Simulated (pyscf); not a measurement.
`[OH][P]([OH])[O][PH2]` + `[H][H]` → `[OH][P]([OH])[OH]` + `[PH3]` (four-centre exchange; singlet surface; O–P, H–H broken, H–O, H–P formed). Structures and frequencies: ωB97X-D3(BJ)/def2-SVP in PySCF. Energies in kcal/mol from the separated reactants.

| level | barrier | reaction energy |
|---|---|---|
| ωB97X-D3(BJ)/def2-TZVP | 64.4 | -5.4 |
| r²SCAN/def2-TZVP | … | -7.3 |
| B3LYP-D3(BJ)/def2-TZVP | … | … |
| PBE0-D3(BJ)/def2-TZVP | 58.2 | -8.2 |
| ωB97M-D3(BJ)/def2-TZVP | 62.6 | -7.1 |
| HF/def2-TZVP | 83.9 | -10.1 |

Question: What belongs in the gaps?

Answer: 
- r²SCAN/def2-TZVP, barrier: 58.3
- B3LYP-D3(BJ)/def2-TZVP, barrier: 61.4
- B3LYP-D3(BJ)/def2-TZVP, reaction energy: -5.8

The functionals in the table span 6.1 kcal/mol in this barrier, from PBE0-D3(BJ) to ωB97X-D3(BJ)/def2-TZVP. On the product side the descent ends in a complex (not fully relaxed), 4.7 kcal/mol under the separated species and 74.5 kcal/mol under the saddle at ωB97X-D3(BJ)/def2-TZVP. This is the saddle that the search found; another between the same sides may lie lower.
